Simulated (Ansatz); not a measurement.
Two isomers of C4H5N: A = `C=CN1C=C1`, B = `CC1=NC=C1`.

Gas-phase electronic energies from Ansatz, PBE0-D4/def2-TZVP geometries. CCSD(T)/CBS adds triple-zeta CCSD(T) − MP2 to the extrapolated MP2 energy (def2 sets, frozen cores). DFT in def2-TZVPP. B3LYP here is the variant with VWN-RPA as its local correlation; programs differ in this. One conformer a species, not always the lowest.

Question: Which isomer does CCSD(T)/CBS put lower? Give the gap. (Estimate.)

Answer: The calculation gave: B, by 24.4 kcal/mol.

Question: Give E(B) − E(A) in kcal/mol with CCSD(T)/def2-SVP, PBE-D4, ωB97M-V, B3LYP-D4, MP2/def2-TZVPP, r2SCAN-D4, CCSD(T)/def2-TZVPP. (Estimate.)

Answer: Ansatz gave: CCSD(T)/def2-SVP -27.0, PBE-D4 -22.0, ωB97M-V -23.5, B3LYP-D4 -21.3, MP2/def2-TZVPP -23.0, r2SCAN-D4 -21.4, CCSD(T)/def2-TZVPP -25.4. None reverses the order clearly.

Question: Does the order hold for the free energy at 298.15 K (harmonic terms from PBE0-D4)? (Estimate.)

Answer: The calculation gave: Yes: G(B) − G(A) = -23.0 kcal/mol, for one conformer each.

Largest T1 diagnostic: 0.019.

From r2SCAN to r2SCAN0 (25 % exact exchange), in def2-TZVPP and without D4, E(B) − E(A) moves by −0.9 kcal/mol. At CCSD(T), def2-SVP lies −2.6 kcal/mol from the extrapolated value and def2-TZVPP −0.9 kcal/mol.
